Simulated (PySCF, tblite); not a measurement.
# H₄NF, a complex of two parts: NMR shifts, interaction energy, infrared bands, spin-spin couplings and core binding energies

The task here is to estimate one member of a computed series from the others.

Computed with tblite 0.8.0 and PySCF 2.14.0; each step states its level. No surroundings beyond the atoms listed, unless a continuum is named. Atoms count from 0, parts from 1.

## Starting point

6 atoms, charge 0, multiplicity 1; geometry: rigid parts in contact. Parts: 1 = atoms 0–1, `F`, charge 0; 2 = atoms 2–5, `N`, charge 0.

Set-up of the first run:

What the job is given:

```
{"job": {"kind": "dock", "xc": "GFN2-xTB", "basis": "xTB"}, "charge": 0, "multiplicity": 1, "parts": [{"atoms": "0-1", "charge": 0, "multiplicity": 1}, {"atoms": "2-5", "charge": 0, "multiplicity": 1}]}
F      0.466199     0.003097    -0.001880
H     -0.466199    -0.003097     0.001880
N      2.003438    -1.475632     1.654259
H      1.768603    -2.126754     0.915032
H      1.924790    -0.539800     1.275424
H      2.974133    -1.626903     1.899832
```

Method: GFN2-xTB search for minima from random contacts, gas phase.

The run is started by

```console
$ OMP_NUM_THREADS=1 python cluster_run.py task.json out
```

One launch serves the whole session: the jobs run in the order shown.

Steps of the session up to this table: Docking the parts with GFN2-xTB; Optimising the geometry at PBE0-D3(BJ)/def2-TZVPD; Shielding tensors: PBE0/pcSseg-2; Coupled-cluster interaction energy: CCSD(T) and MP2.

One table of the session follows, with a row left open; its other results are not shown here.

It belongs to the step «Coupled-cluster interaction energy: CCSD(T) and MP2». 

```
                 method  interaction energy (kcal/mol)
         HF/aug-cc-pVDZ                         -11.46
        MP2/aug-cc-pVDZ                         -12.48
       CCSD/aug-cc-pVDZ                         -11.82
    CCSD(T)/aug-cc-pVDZ                         -12.10
         HF/aug-cc-pVQZ                         -11.58
        MP2/aug-cc-pVQZ                         -13.70
    SCS-MP2/aug-cc-pVQZ                         -12.74
      MP2, extrapolated                         -13.95
CCSD(T), limit estimate                              ?
```

**Question.** Estimate the row for CCSD(T), limit estimate.

**Answer.** interaction energy (kcal/mol): -13.56. In the column «interaction energy (kcal/mol)» it lies between MP2/aug-cc-pVQZ (-13.70) and SCS-MP2/aug-cc-pVQZ (-12.74).

Caveats from the session: The interaction energy leaves out the deformation of the parts, 1.38 kcal/mol (MP2); added to the CCSD(T) estimate it gives a binding of about -12.18 kcal/mol.
